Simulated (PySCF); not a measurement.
This PySCF input (PBE/jun-cc-pV(T+d)Z) gives -342.98861 Eh with 90 basis functions.

```python
import numpy as np, basis_set_exchange as bse
from pyscf import gto, scf, dft, df

basis = {'H': gto.basis.parse(bse.get_basis('jun-cc-pV(T+d)Z', elements=['H'], fmt='nwchem')), 'P': gto.basis.parse(bse.get_basis('jun-cc-pV(T+d)Z', elements=['P'], fmt='nwchem'))}
mol = gto.M(
    atom='''
    P     0.00293147    0.00160888    0.12817703
    H    -0.00384980    1.18388197   -0.65609339
    H     1.01199153   -0.61366513   -0.65676338
    H    -1.05211382   -0.59435001   -0.60979871
    ''',
    basis=basis,
    charge=0,
    verbose=4,
    max_memory=1839,
)
mf = dft.RKS(mol, xc='pbe')
mf.grids.level = 3
mf = mf.density_fit(auxbasis=df.autoaux(mol))
mf.conv_tol = 1e-9
mf.max_cycle = 100
print('smallest overlap eigenvalue', np.linalg.eigvalsh(mol.intor('int1e_ovlp'))[0])
mf.kernel()
dip = mf.dip_moment()
```

Change:
```diff
- basis = {'H': gto.basis.parse(bse.get_basis('jun-cc-pV(T+d)Z', elements=['H'], fmt='nwchem')), 'P': gto.basis.parse(bse.get_basis('jun-cc-pV(T+d)Z', elements=['P'], fmt='nwchem'))}
+ basis = {'H': gto.basis.parse(bse.get_basis('def2-QZVP', elements=['H'], fmt='nwchem')), 'P': gto.basis.parse(bse.get_basis('def2-QZVP', elements=['P'], fmt='nwchem'))}
```

Problem. What does the run give now?

Solution. -342.99605 Eh (PBE/def2-QZVP, 160 functions), a change of -7.44 mEh.
